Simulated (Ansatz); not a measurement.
A calculation on zinc-blende BP returned lattice constant a 4.595 Å, bulk modulus 148 GPa, cohesive energy 4.70 eV/atom.

For reference: lattice constant a 4.525 Å (measured, static lattice: zero-point anharmonic expansion removed; as tabulated in Mejia-Rodriguez and Trickey (2018), arXiv:1807.09216); bulk modulus 176 GPa (measured, 0 K, zero-point effect removed, our sources range from 168 to 176; as tabulated in Goldzak et al. (2022), arXiv:2208.04865); cohesive energy 5.14 eV/atom (measured, static lattice: zero-point vibration energy added, our sources range from 5.14 to 5.20; as tabulated in Mejia-Rodriguez and Trickey (2018), arXiv:1807.09216).

### Question
Which level of theory produced these numbers?
A) PBE-D3(BJ) (Ansatz (a quantum-chemistry and plane-wave program))
B) PBE0 (Ansatz)
C) LDA (Ansatz)
D) BLYP (Ansatz)

### Answer
D, BLYP (Ansatz)

The others give: PBE0 4.523 Å, 175 GPa, 5.26 eV/atom; LDA 4.490 Å, 176 GPa, 6.23 eV/atom; PBE-D3(BJ) 4.507 Å, 170 GPa, 5.62 eV/atom.

Unless a cell is named, each level is at its own relaxed cell (BLYP 12.13, LDA 11.32, PBE-D3(BJ) 11.45, PBE0 11.57 Å³/atom).

Ansatz's density-functional and Hartree–Fock values are scalar-relativistic unless marked +SOC, with PAW data made under PBE.
